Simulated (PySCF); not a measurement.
Where does hydrazine take a proton?

Parent: hydrazine, `NN` (H4N2). Numbering: `[NH2:1][NH2:2]`

Level of theory: ωB97X-D3(BJ)/def2-TZVP single points in PySCF, grid level 2; every species was optimised with PBE0-D3(BJ)/def2-SVP. Zero-point and thermal terms (298.15 K, 1 bar) come from unscaled PBE0-D3(BJ)/def2-SVP harmonic frequencies, with soft modes damped to free rotors in the entropy.

```csv
site,product,PA / kJ/mol,GB / kJ/mol
N1 (amine nitrogen),N[NH3+],873,844
```

PA is −ΔH and GB is −ΔG of B + H⁺ → BH⁺ in the gas phase. Sites whose products fell apart, merged with another or lost in a GFN2-xTB screen aren't listed.

In chloroform the product from N1 is solvated 243 kJ/mol more strongly than the parent (electrostatics only).

In acetonitrile the product from N1 is solvated 299 kJ/mol more strongly than the parent (electrostatics only).

Measured values (NIST Chemistry WebBook, evaluated or the median of agreeing entries): proton affinity (−ΔH) 853 kJ/mol (computed 873, difference 20); gas-phase basicity (−ΔG) 822 kJ/mol (computed 844, difference 21).

Differences come from unrounded values, so a last digit can differ from that of the printed terms.
